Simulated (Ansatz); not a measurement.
# H4N: the cost of one run

Computed with Ansatz 0.2.0, Gaussian basis. Level: PBE-D4/def2-SVP.

**1. The system as given**

5 atoms, charge 1, spin multiplicity 1.

Atoms are counted from 1 here; the program's logs count them from 0.

Bond lengths: N1–H2 1.030 Å, N1–H3 1.029 Å, N1–H4 1.030 Å, N1–H5 1.030 Å. Angles: H2–N1–H3 109.5°, H2–N1–H4 109.4°, H2–N1–H5 109.5°, H3–N1–H4 109.5°, H3–N1–H5 109.4°, H4–N1–H5 109.5°.

As a file:

```xyz
5

N     0.0001    0.0001    0.0000
H     0.4559   -0.4507    0.8056
H    -0.9779    0.2175    0.2366
H     0.0241   -0.6373   -0.8082
H     0.4979    0.8705   -0.2340
```

**2. Dynamics**

The input, md/in.yaml:

```yaml
crystal:
  periodic: [false, false, false]
  atoms:
    - {symbol: N, position_ang: [0.000080, 0.000050, -0.000010]}
    - {symbol: H, position_ang: [0.455870, -0.450720, 0.805650]}
    - {symbol: H, position_ang: [-0.977900, 0.217540, 0.236550]}
    - {symbol: H, position_ang: [0.024080, -0.637350, -0.808220]}
    - {symbol: H, position_ang: [0.497880, 0.870480, -0.233970]}
basis:
  gaussian: {orbitals: def2-SVP}
total_charge: 1
hamiltonian: {xc: pbe, dispersion: d4}
md: {n_steps: 80, timestep: 0.75, temperature: 200, ensemble: nve, seed: 813, initial_velocities: maxwell_boltzmann}
```

Started as:

```console
$ ansatz run in.yaml --threads 2 --pin off --events-out ev --progress --plain --max-ram 3481MiB
```

What time and memory should one allow on 2 threads of Arm Neoverse V2, shared host?

About 14 s, with a peak of 0.07 GiB.
